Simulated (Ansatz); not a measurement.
in.yaml

```yaml
crystal:
  periodic: [false, false, false]
  atoms:
    - {symbol: B, position_ang: [-0.003638, -0.084017, 0.005101]}
    - {symbol: H, position_ang: [-0.004471, 0.420924, -1.097125]}
    - {symbol: H, position_ang: [0.043493, 0.480234, 1.042408]}
basis:
  gaussian: {orbitals: "6-31++G**"}
total_charge: -1
magnetization: {spin_polarized: false, initial_magnetization: 2}
correlation: {method: fic_mrcisd_q, electrons: outside_noble_gas, active_space: {window: {electrons: 6, orbitals: 6}, shells: [{species: B, l: s, shell: 2}, {species: B, l: p, shell: 2}, {species: H, l: s, shell: 1}]}}
```

```sh
$ ansatz run in.yaml --threads 1 --pin off --events-out ev --progress --plain --max-ram 2393MiB
```

The program prints:

```
495 factors; integrals over basis functions are off by at most 1.9e-7 eV
mean field evaluation 1: about -697.8680 eV, gradient 1.6e1 eV
mean field evaluation 2: about -697.8786 eV, gradient 1.6e1 eV
mean field evaluation 4: about -700.2380 eV, gradient 1.8e0 eV
mean field evaluation 8: about -700.2964 eV, gradient 4.7e-3 eV
mean field -700.29636668 eV, -25.7354167975 hartree, gradient 3.3e-6 eV, S^2 2.000000; 0 other end points of the search recorded, 0 dependent functions left out
reference -700.29636668 eV, -25.7354167975 hartree; 5, 3 occupied and 26, 28 virtual orbitals, 495 factors
state -701.07376403 eV, -25.7639856231 hartree
contracted CI cycle   1: correlation 0.00000000 eV, 0.0000000000 hartree, residual 1.15e1 eV
contracted CI cycle   2: correlation -1.81866828 eV, -0.0668348265 hartree, residual 2.58e0 eV
contracted CI cycle   3: correlation -1.92932920 eV, -0.0709015404 hartree, residual 6.89e-1 eV
contracted CI cycle   4: correlation -1.94083584 eV, -0.0713244014 hartree, residual 2.64e-1 eV
contracted CI cycle   5: correlation -1.94231810 eV, -0.0713788736 hartree, residual 9.97e-2 eV
contracted CI cycle   6: correlation -1.94250961 eV, -0.0713859115 hartree, residual 3.29e-2 eV
contracted CI cycle   7: correlation -1.94253173 eV, -0.0713867243 hartree, residual 1.24e-2 eV
contracted CI cycle   8: correlation -1.94253492 eV, -0.0713868417 hartree, residual 4.59e-3 eV
contracted CI cycle   9: correlation -1.94253528 eV, -0.0713868548 hartree, residual 1.51e-3 eV
contracted CI cycle  10: correlation -1.94253532 eV, -0.0713868562 hartree, residual 5.52e-4 eV
state -701.07376403 eV, -25.7639856231 hartree; corrected -703.10027081 eV, -25.8384583736 hartree
Total energy: -703.10027081 eV, -25.8384583736 hartree
Checks for a lower state left out: starts, orbital_swaps
```

Natural occupations: 1.9843 1.9795 1.0004 1.0000 0.0207 0.0151.

For the same geometry and basis full CI lies 14.2 meV lower.

Ran on 1 thread of Intel Xeon, shared host: 0.72 s wall, 0.12 GiB peak host memory.
